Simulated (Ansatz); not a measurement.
Basis-set extrapolation for C$_{3}$H$_{3}$, SMILES `[CH]1C=C1` radical (PBE0-D4/def2-TZVP geometry, frozen core, the Gaussian-basis code of Ansatz). Multiplicity 2, UHF reference.

|  | def2-TZVPP | def2-QZVPP |
| --- | --- | --- |
| HF | -115.238514 | -115.243565 |
| MP2 correlation | -0.447608 | -0.477009 |
| CCSD(T) correlation | -0.492044 | not run |

Energies in hartree. Use E(X) = E(∞) + A·exp(−7.88·√X) for Hartree–Fock and E(X) = E(∞) + B·X^(−2.97) for correlation, with X = 3 and 4, and add CCSD(T) minus MP2 of the smaller set to the MP2 limit.

Task: What is the CCSD(T) energy at the basis-set limit?

Result: HF limit: -115.243565 + (-0.005051) × 0.13774 = -115.24426. MP2 limit: -0.477009 + (-0.029401) × 0.74074 = -0.49879. Higher-order term: -0.492044 − (-0.447608) = -0.04444. Total: -115.78749 hartree, 149.5 kJ/mol below CCSD(T)/def2-TZVPP.
